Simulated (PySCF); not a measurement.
System: diamond. Method: CCSD (PySCF, GTH pseudopotentials, Gaussian basis).

Cell (relaxed at this level):

```xyz
2
Lattice="0.0000 1.7710 1.7710 1.7710 0.0000 1.7710 1.7710 1.7710 0.0000" Properties=species:S:1:pos:R:3 pbc="T T T"
C      0.0000     0.0000     0.0000
C      0.8855     0.8855     0.8855
```

### Question
Predict the bulk modulus B0, cohesive energy and pressure derivative B′ of the bulk modulus.

### Answer

- bulk modulus B0: 462 GPa ± 10
- cohesive energy: 7.53 eV/atom ± 0.1
- pressure derivative B′ of the bulk modulus: 3.8

Measured, for comparison: bulk modulus 455 GPa (0 K value with the zero-point phonon effect removed; as tabulated in Mejia-Rodriguez and Trickey (2018), arXiv:1807.09216); cohesive energy 7.55 eV/atom (static lattice: zero-point vibration energy added; as tabulated in Mejia-Rodriguez and Trickey (2018), arXiv:1807.09216). Computed (rounded) less measured: bulk modulus +2 %, cohesive energy -0.02 eV/atom.

A ± is a rough bar: the spread of an extrapolation, a floor set from checks against published values, or a statistical error.

Static lattice: no zero-point or thermal effects.

It cost roughly 23 core-hours of CPU time.
